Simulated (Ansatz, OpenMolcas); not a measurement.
BH2Cl− (SMILES [BH2-]Cl): methods side by side

The species is BH2Cl− (4 atoms), meant as a doublet with charge -1. As SMILES, `[BH2-]Cl`. The coordinates come from a GFN2-xTB relaxation.

```xyz
4

B    -0.0727   -0.1943   -0.3373
Cl    1.3902    0.0624    0.8848
H    -0.9640   -0.7526    0.2646
H    -0.3535    0.8845   -0.8121
```

Each level gives the energy change with the B1–H4 bond stretched from 1.212 to 3.029 Å (eV). The values are calculated.

```tsv
level	kind	program	value (eV)	less FCI/STO-3G	CPU time (all runs)
UHF/STO-3G	Hartree–Fock	Ansatz	5.30	-0.35	0.25 s
USVWN5/STO-3G	LDA	Ansatz	5.90	+0.25	2.2 s
U-revPBE/STO-3G	GGA	Ansatz	5.28	-0.37	3.3 s
U-r2SCAN/STO-3G	meta-GGA	OpenMolcas	5.57	-0.08	12 s
UB3LYP/STO-3G	global hybrid	OpenMolcas	5.55	-0.10	10 s
U-wB97M-V/STO-3G	range-separated hybrid	Ansatz	5.97	+0.32	51 s
U-wB97X/STO-3G	range-separated hybrid	Ansatz	6.10	+0.45	20 s
CASSCF(3,3)/STO-3G	multireference	OpenMolcas	5.65	0.00	3.2 s
UBCCD(T)/STO-3G	coupled cluster or CI	Ansatz	5.68	+0.03	0.54 s
FCI/STO-3G	exact in the basis	Ansatz	5.65	0.00	0.79 s
```

FCI/STO-3G is exact within its basis and frozen core, so for wave-function methods in that basis the difference is their error; functionals converge differently with the basis, so for them it is only a difference. Where it was recorded, the anion's HOMO is positive in U-r2SCAN/STO-3G, UB3LYP/STO-3G: a fault of the level (basis or self-interaction), which says nothing on whether the real anion is bound. Sets without diffuse functions describe the anion poorly. The first shape isn't each level's own minimum. The values span 5.28 to 6.10 eV. Spin contamination of the reference (⟨S²⟩ at least 0.1 too high) touches UHF/STO-3G, USVWN5/STO-3G, U-revPBE/STO-3G, U-r2SCAN/STO-3G, UB3LYP/STO-3G, U-wB97M-V/STO-3G, U-wB97X/STO-3G, UBCCD(T)/STO-3G. All rows use very small basis sets, so none should be taken for the real molecule's value. In so small a basis fixed costs decide the times, and correlated methods can beat functionals. CPU times are rough (shared hosts, several kinds of processor and program).
